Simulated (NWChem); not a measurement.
System: benzene (C₆H₆); SMILES c1ccccc1

Here is an NWChem input.

```
start job
memory heap 200 mb stack 900 mb global 1100 mb
geometry units angstroms
  C      1.342307     0.379462     0.000000
  C      0.342529     1.352203     0.000000
  C     -0.999777     0.972740     0.000000
  C     -1.342307    -0.379462     0.000000
  C     -0.342529    -1.352203     0.000000
  C      0.999777    -0.972740     0.000000
  H      2.394060     0.676901     0.000000
  H      0.610816     2.411768     0.000000
  H     -1.783244     1.734866     0.000000
  H     -2.394060    -0.676901     0.000000
  H     -0.610816    -2.411768     0.000000
  H      1.783244    -1.734866     0.000000
end
basis spherical
  * library def2-svp
end
dft
  xc xpbe96 cpbe96
  iterations 150
end
driver
  maxiter 120
end
task dft optimize
task dft freq
```

Parts of the log:

```
             Northwest Computational Chemistry Package (NWChem) 7.3.0
             --------------------------------------------------------

 D6H symmetry detected

                             Geometry "geometry" -> ""
                             -------------------------

 Output coordinates in angstroms (scale by  1.889725989 to convert to a.u.)

  No.       Tag          Charge          X              Y              Z
 ---- ---------------- ---------- -------------- -------------- --------------
    1 C                    6.0000     0.98635150     0.98635150     0.00000000
    2 C                    6.0000    -0.36102971     1.34738121     0.00000000
    3 C                    6.0000    -1.34738121     0.36102971     0.00000000
    4 C                    6.0000    -0.98635150    -0.98635150     0.00000000
    5 C                    6.0000     0.36102971    -1.34738121     0.00000000
    6 C                    6.0000     1.34738121    -0.36102971     0.00000000
    7 H                    1.0000     1.75922135     1.75922135     0.00000000
    8 H                    1.0000    -0.64391970     2.40314105     0.00000000
    9 H                    1.0000    -2.40314105     0.64391970     0.00000000
   10 H                    1.0000    -1.75922135    -1.75922135     0.00000000
   11 H                    1.0000     0.64391970    -2.40314105     0.00000000
   12 H                    1.0000     2.40314105    -0.64391970     0.00000000

 Effective nuclear repulsion energy (a.u.)     203.2292175910

      Symmetry information
      --------------------

 Group name             D6h
 Group number             30
 Group order              24
 No. of unique centers     2

                                Z-matrix (autoz)
                                --------

 Units are Angstrom for bonds and degrees for angles

[...]

      ----------------------
      Optimization converged
      ----------------------

  Step       Energy      Delta E   Gmax     Grms     Xrms     Xmax
  ---- ---------------- -------- -------- -------- -------- --------
@    3    -231.77388618 -1.0D-07  0.00000  0.00000  0.00003  0.00005
                                     ok       ok       ok       ok

                                Z-matrix (autoz)
                                --------

 Units are Angstrom for bonds and degrees for angles

[...]

 Rotational Constants
 --------------------
 A=   0.187250 cm-1  (  0.269405 K)
 B=   0.187250 cm-1  (  0.269405 K)
 C=   0.093625 cm-1  (  0.134703 K)

 Temperature                      =   298.15K
 frequency scaling parameter      =   1.0000

 Zero-Point correction to Energy  =   61.476 kcal/mol  (  0.097969 au)
 Thermal correction to Energy     =   64.298 kcal/mol  (  0.102466 au)
 Thermal correction to Enthalpy   =   64.890 kcal/mol  (  0.103410 au)

 Total Entropy                    =   64.428 cal/mol-K
   - Translational                =   38.962 cal/mol-K (mol. weight =  78.0469)
   - Rotational                   =   20.753 cal/mol-K (symmetry #  =       12)
   - Vibrational                  =    4.714 cal/mol-K

 Cv (constant volume heat capacity) =   17.761 cal/mol-K
   - Translational                  =    2.979 cal/mol-K
   - Rotational                     =    2.979 cal/mol-K
   - Vibrational                    =   11.802 cal/mol-K

[normal modes left out]

 ----------------------------------------------------------------------------
 Normal Eigenvalue ||           Projected Infra Red Intensities
  Mode   [cm**-1]  || [atomic units] [(debye/angs)**2] [(KM/mol)] [arbitrary]
 ------ ---------- || -------------- ----------------- ---------- -----------
    1       -0.000 ||    0.000000           0.000         0.000       0.000
    2        0.000 ||    0.000000           0.000         0.000       0.000
    3        0.000 ||    0.000000           0.000         0.000       0.000
    4        0.000 ||    0.000000           0.000         0.000       0.000
    5        0.000 ||    0.000000           0.000         0.000       0.000
    6        0.000 ||    0.000000           0.000         0.000       0.000
    7      401.767 ||    0.000000           0.000         0.000       0.000
    8      401.772 ||    0.000000           0.000         0.000       0.000
    9      599.796 ||    0.000000           0.000         0.000       0.000
   10      599.806 ||    0.000000           0.000         0.000       0.000
   11      669.636 ||    0.084149           1.941        82.032     184.719
   12      714.287 ||    0.000000           0.000         0.000       0.000
   13      839.131 ||    0.000000           0.000         0.000       0.000
   14      839.140 ||    0.000000           0.000         0.000       0.000
   15      963.182 ||    0.000000           0.000         0.000       0.000
   16      963.184 ||    0.000000           0.000         0.000       0.000
   17      979.360 ||    0.000000           0.000         0.000       0.000
   18      997.708 ||    0.000000           0.000         0.000       0.000
   19     1000.658 ||    0.000000           0.000         0.000       0.000
   20     1033.611 ||    0.005548           0.128         5.408      12.178
   21     1033.645 ||    0.005544           0.128         5.405      12.170
   22     1128.370 ||    0.000000           0.000         0.000       0.000
   23     1150.597 ||    0.000000           0.000         0.000       0.000
   24     1150.598 ||    0.000000           0.000         0.000       0.000
   25     1314.874 ||    0.000000           0.000         0.000       0.000
   26     1376.644 ||    0.000000           0.000         0.000       0.000
   27     1463.194 ||    0.006602           0.152         6.436      14.493
   28     1463.200 ||    0.006597           0.152         6.431      14.481
   29     1610.657 ||    0.000000           0.000         0.000       0.000
   30     1610.659 ||    0.000000           0.000         0.000       0.000
   31     3102.887 ||    0.000000           0.000         0.000       0.000
   32     3112.752 ||    0.000000           0.000         0.000       0.000
   33     3112.754 ||    0.000000           0.000         0.000       0.000
   34     3126.954 ||    0.027776           0.641        27.078      60.973
   35     3126.967 ||    0.027783           0.641        27.084      60.987
   36     3136.028 ||    0.000000           0.000         0.000       0.000
 ----------------------------------------------------------------------------
```

Level: PBE/def2-SVP.
